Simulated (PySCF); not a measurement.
# Ionising LiS

M06-2X; Li 6-311G(d,p), S 6-311G(d,p); no relativity (PySCF 2.14). Neutral (UKS): doublet (π ↑), Re = 2.152 Å, ωe = 579 cm⁻¹, De = 3.31 eV, HOMO -6.66 eV, LUMO -2.17 eV.

LiS⁺ (UKS): triplet (π ↑↑), Re = 2.463 Å, ωe = 347 cm⁻¹, De = 0.80 eV to Li⁺ + S. The energies at the minima are -405.69603 hartree for LiS and -405.40522 for LiS⁺.

(1) Work out the adiabatic ionisation energy, without and with harmonic zero-point energies (1 hartree = 27.2114 eV, 1 eV = 8065.5 cm⁻¹), and the change of the bond length.

For an ion De counts to the pair picked by the measured ionisation energies or electron affinities, which need not be the lowest pair at this level. States were picked by a PBE0 search and need not be the measured ground states.

## Answers

(1) At M06-2X: 0.29081 hartree = 7.913 eV between the minima; the zero-point term (347.0 − 579.0)/2 cm⁻¹ = -0.014 eV makes it 7.899 eV. Re changes by +31.1 pm against the neutral. The electron leaves a π orbital, and the ion is left as a loose complex of an ion and an atom.
